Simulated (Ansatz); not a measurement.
Isomers of CH$_{5}$BS, relaxed with PBE0-D4/def2-TZVP in Ansatz; electronic energies, one conformer each and not always the lowest. Functionals use def2-TZVPP; CBS adds triple-zeta CCSD(T) − MP2 to the MP2 limit of def2-TZVPP and def2-QZVPP.

Problem. Order them by energy at frozen-core CCSD(T)/CBS, lowest first. (Best estimate.)
A. `BCS`
B. `BSC`
C. `CBS`

Solution. C (0.0 kcal/mol), B (12.5 kcal/mol), A (38.4 kcal/mol).

Problem. How do PBE0-D4, B2PLYP, HF/CBS(def2), r2SCAN-D4 place them (kcal/mol, against `CBS`)? (Best estimate.)

Solution. Ansatz gave: 
```csv
isomer,PBE0-D4,B2PLYP,HF/CBS(def2),r2SCAN-D4
`BCS`,39.4,39.0,36.0,40.4
`BSC`,12.9,12.6,13.1,13.1
```
